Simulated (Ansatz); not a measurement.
## Worked example: the enthalpy of formation of C2H5Cl (chloroethane)

C2H5Cl has 8 atoms, charge 0, and is taken as a singlet. As SMILES, `CCCl`. The shape is that of a PBE0-D4/def2-TZVP optimisation.

Total energies at B3LYP/6-311+G** (Ansatz 0.2.0); the atoms run unrestricted:

```tsv
species	state	energy (Eh)
C2H5Cl	singlet	-539.479957
C	triplet	-37.857267
Cl	doublet	-460.166882
H	doublet	-0.502156
```

Harmonic wavenumbers at PBE0-D4/def2-TZVP, in cm⁻¹: 262, 333, 692, 787, 994, 1077, 1098, 1275, 1314, 1406, 1476, 1486, 1493, 3054, 3096, 3130, 3136, 3162.

Measured heats of formation of the gaseous atoms at 298.15 K, in kJ/mol: C 716.9, Cl 121.3, H 218.0. Spin-orbit lowering of the atoms at 298 K (mean of the ground term's levels less their thermal mean, from spectra), in kJ/mol: C 0.02, Cl 3.44. Take 1 Eh = 2625.50 kJ/mol, 1 cm⁻¹ = 0.0119627 kJ/mol, RT = 2.479 kJ/mol.

Work out the heat of formation of the gas at 298 K.


1. Electronic atomisation energy: 2 × (-37.857267) + (-460.166882) + 5 × (-0.502156) − (-539.479957) = 1.087761 Eh = 2855.9 kJ/mol.
2. Zero-point energy: half the sum of the wavenumbers, 14635.5 cm⁻¹ = 175.1 kJ/mol.
3. Thermal vibrational enthalpy, Σ hcν̃/(exp(hcν̃/kT) − 1): 3.1 kJ/mol. Translation, rotation and pV of a non-linear molecule: 4 RT = 9.9 kJ/mol.
4. The 8 free atoms carry 5/2 RT each: 49.6 kJ/mol.
5. Spin-orbit coupling lowers the free atoms by 2 × 0.02 + 3.44 = 3.5 kJ/mol.
6. Atomisation enthalpy at 298 K: 2855.9 − 3.5 − 175.1 − 3.1 − 9.9 + 49.6 = 2713.9 kJ/mol.
7. Sum of the atoms' heats of formation: 2645.1 kJ/mol. Heat of formation: 2645.1 − 2713.9 = -68.8 kJ/mol.

The tabulated value is -111.2 kJ/mol (Active Thermochemical Tables), so this level is off by +42.4 kJ/mol, or 1.5 % of the atomisation enthalpy that the table implies (2756.3 kJ/mol). Anharmonicity and any spin-orbit splitting of the molecule are left out.
